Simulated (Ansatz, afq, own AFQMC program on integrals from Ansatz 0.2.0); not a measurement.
Integrals from Ansatz 0.2.0, then the random walk in our own AFQMC program (afq).

```yaml
crystal:
  periodic: [false, false, false]
  atoms:
    - {symbol: Al, position_ang: [-0.740755, 0.006434, 0.005001]}
    - {symbol: C, position_ang: [1.247385, -0.010835, -0.008422]}
    - {symbol: H, position_ang: [1.646285, -1.033829, -0.006127]}
    - {symbol: H, position_ang: [1.665515, 0.499669, 0.869187]}
    - {symbol: H, position_ang: [1.653518, 0.491031, -0.896583]}
basis:
  gaussian: {orbitals: cc-pVTZ}
magnetization: {spin_polarized: false}
correlation: {method: ccsd_t, electrons: outside_noble_gas, hamiltonian_folder: ham}
```

```sh
$ ansatz run in.yaml --threads 1 --pin off --events-out ev --progress --plain --max-ram 16896MiB --backend cuda --devices 0, --max-vram 18GiB
```

Options of the walk:

```
--method free --trial cisd --walkers 1000 --time-step 0.03 --max-blocks 4000 --target-error 0.00038 --factor-cut 1e-05 --seed 1856 --times 0,0.21,0.42,0.81,1.2,1.8,2.4,3 --taylor-order 8
```

Times are imaginary, in 1/Eh. The walk had a cap of 111 s.

```
orbitals 100  electrons 5 5  factors 602 of 614
reference energy -281.52535425 Eh
CCSD correlation -0.26861726 Eh in 9 cycles, weight of the determinant in the CISD state 0.8654
repeat  energy at the last time / Eh  error
    10  -281.804315  0.000680
    20  -281.804825  0.000503
    30  -281.804679  0.000410
    40  -281.804586  0.000318
time / (1/Eh)  energy / Eh  error  mean overlap
  0.00  -281.794023  0.000120  1.1555
  0.21  -281.799532  0.000107  1.1540
  0.42  -281.801797  0.000133  1.1504
  0.81  -281.803230  0.000111  1.1507
  1.20  -281.803669  0.000139  1.1621
  1.80  -281.804048  0.000128  1.1756
  2.40  -281.804130  0.000200  1.1809
  3.00  -281.804549  0.000311  1.1650
energy -281.804549 +/- 0.000311 Eh
```

(1) Estimate how long the walk took on 1 × NVIDIA H100 80GB HBM3 with 2 threads of AMD EPYC 7R13 Processor (Zen 3) (shared host) (the card was shared).

The run passed its tests (error under three times the target), which doesn't prove that it has relaxed.

Against this walk (error 8.5 meV) on the same determinant: CCSD(T) 26.1 meV higher, CCSDT(Q) 1.8 meV lower (within the noise). The error is statistical, and a free projection of finite length keeps a remainder of its start. The last points still move (meV from the last: 36 ± 3 at 0.81, 24 ± 4 at 1.20, 14 ± 3 at 1.80, 11 ± 5 at 2.40, 0 ± 8 at 3.00), but the last one has reached CCSDT(Q) within the noise or passed it, so little can be left to fall.

Cautions: remainder of the start not in the error; restricted determinant unstable towards unrestricted (UHF 6 meV lower, ⟨S²⟩ 0.12).

## Answers

(1) 32 s of wall time.

CCSDT and higher add their correlation energy to the determinant of the CCSD(T) run, since their own runs factorise the integrals more tightly (a shift of under 2 meV). A walk keeps the symmetry of its determinant, which the program's search chose and which needn't be the lowest solution, so a lower state of the same spin and another symmetry isn't excluded.
